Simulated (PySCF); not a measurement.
## Al$_{2}$H, doublet along the scale of all distances

Starting geometry (PBE0/def2-TZVP stationary point for this spin, not checked as a minimum):

```xyz
3

Al    0.0000    0.0000    0.3526
Al    0.0000    0.0000   -2.3244
H     0.0000    0.0000    1.9718
```

From there all distances are scaled together; atoms are numbered as listed. Energies are in eV, counted from the starting geometry at the same level.

Basis 6-31G; PySCF 2.14.0. Correlated methods freeze the noble-gas cores. Prefix R: restricted or restricted open-shell reference.

Full CI is exact within this basis and frozen core; it isn't the basis-set limit.

| scale of all distances | full CI | unpaired electrons (full CI) | error RHF | error RMP2 | error RCCSD | error RCCSD(T) | error RCCSDT |
| --- | --- | --- | --- | --- | --- | --- | --- |
| 0.870 | 1.092 | 1.13 | -0.165 | -0.062 | -0.015 | -0.005 | 0.000 |
| 1.000 | 0.000 | 1.12 | 0.000 | 0.000 | 0.000 | 0.000 | 0.000 |
| 1.119 | 0.061 | 1.15 | 0.144 | 0.101 | 0.011 | 0.006 | 0.000 |
| 1.288 | 0.626 | 1.18 | 0.126 | 0.168 | -0.013 | 0.002 | 0.000 |
| 1.493 | 1.306 | 1.21 | 0.198 | 0.219 | -0.039 | -0.011 | -0.001 |
| 1.725 | 1.936 | 1.35 | 0.413 | 0.357 | -0.045 | -0.017 | -0.002 |
| 2.012 | 2.495 | 1.73 | 0.766 | 0.592 | -0.038 | -0.023 | -0.003 |
| 2.387 | 2.877 | 2.42 | 1.365 | 0.948 | -0.024 | -0.047 | -0.004 |

Unpaired electrons are Σ n²(2−n)² over natural occupations. Errors are those of relative energies. In total energy the starting point itself misses full CI by: RHF 2.302, RMP2 0.816, RCCSD 0.088, RCCSD(T) 0.032, RCCSDT 0.005 eV.

Spread of the error over the points with a reference, to 2.387 (largest less smallest): RCCSDT 0.004, RCCSD(T) 0.053, RCCSD 0.056, RMP2 1.011, RHF 1.530 eV.

Going outwards, the relative energy of RMP2 first misses by more than 0.043 eV (1 kcal/mol) at 1.119.

Going outwards, the relative energy of RCCSD first misses by more than 0.043 eV (1 kcal/mol) at 1.725.
